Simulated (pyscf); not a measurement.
PySCF, gas phase, ωB97X-D3(BJ)/def2-SVP geometries. MP2 and CC: frozen core, UHF for open shells. ΔMP2 is the change of the MP2 total energy from the triple- to the quadruple-zeta basis.

Task: For the elementary gas-phase step H₂N–SiH₂–SiH₃ (SMILES N[SiH2][SiH3]) -> HN=SiH₂ (SMILES N=[SiH2]) + SiH₄ (SMILES [SiH4]) (singlet surface; H–N, Si–Si broken, H–Si formed), what barrier and reaction energy does CCSD(T)/def2-TZVPP give, measured from the reactant's lowest minimum found?

Result: ΔE‡ = 84.9 kcal/mol, ΔE = +49.6 kcal/mol. CCSD(T)/def2-TZVPP + ΔMP2(QZVPP) gives 84.1 kcal/mol and +50.2 kcal/mol. Zero-point energy shifts the barrier by -4.4 kcal/mol. It is an elimination, with an imaginary mode of 1645i cm⁻¹. At the saddle there is also a short H–Si contact that neither side keeps. The same reactants have a lower exit, to H₂N–SiH₂• + SiH₃• (no saddle counted: cutting one bond costs +77.2 kcal/mol at ωB97M-D3(BJ)/def2-TZVP, against +83.6 kcal/mol here). H₂N–SiH₂–SiH₃ lies 14.8 kcal/mol over its isomer H₃Si–NH–SiH₃ (electronic energy, ωB97M-D3(BJ)/def2-TZVP). HN=SiH₂ lies 18.2 kcal/mol over its isomer H₂N–SiH: [singlet] (electronic energy, ωB97M-D3(BJ)/def2-TZVP). One saddle was located; it need not be the lowest between these sides. The CCSD(T) − MP2 part came from Ansatz, without density fitting, on the same reference.
